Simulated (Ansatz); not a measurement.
Rock-salt HfN was calculated with BLYP (PAW; Ansatz, a first-principles code).

Numerical settings: plane-wave cutoff 520 eV, 16×16×16 k mesh, Fermi–Dirac smearing 0.1 eV, perturbation theory, scalar-relativistic PAW data made under PBE.

Computed at the level's own relaxed cell.

Problem. Predict the TO(Γ) frequency.

Solution. 
- TO(Γ) frequency = 448 cm⁻¹

Spin–orbit coupling is not included.

Computing time: roughly 30 core-minutes.
